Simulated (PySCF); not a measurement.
# C4H4S: the cost of one run

Computed with PySCF 2.14.0, with density-fitted response routines of our own, on a single molecule in the gas phase. Atoms are numbered from 0 throughout.

## Step 1: The molecule as given

9 atoms, charge 0, multiplicity 1; geometry from: GFN2-xTB.

Bonds of the start (Å): C0–C1 1.41, C1–C2 1.36, C2–S3 1.72, S3–C4 1.72, C4–C0 1.36, C0–H5 1.08, C1–H6 1.08, C2–H7 1.07, C4–H8 1.07.

## Step 2: NMR shieldings: PBE0/pcSseg-1

The job: settings as JSON, then the geometry in Å.

```
{"job": {"kind": "nmr", "xc": "PBE0", "basis": "pcSseg-1"}, "charge": 0, "multiplicity": 1}
C     -0.745235    -0.654585    -0.012927
C      0.666940    -0.736630    -0.013657
C      1.257446     0.483923     0.004609
S      0.103597     1.758559     0.022667
C     -1.189894     0.626234     0.006180
H     -1.393330    -1.512461    -0.025164
H      1.211869    -1.663455    -0.027296
H      2.302529     0.721648     0.009087
H     -2.200360     0.982761     0.011321
```

With the program's defaults for keys left out, this is: GIAO PBE0/pcSseg-1 NMR shielding, non-relativistic, gas phase.

The run is started by

```console
OMP_NUM_THREADS=1 python probes_run.py task.json out
```

The driver reads the jobs from task.json and runs them one after another.

Q: Estimate the wall time and peak memory of this job on 1 thread of Intel Xeon at 2.30GHz, shared host.

About 8.9 s, with a peak of 0.55 GiB.
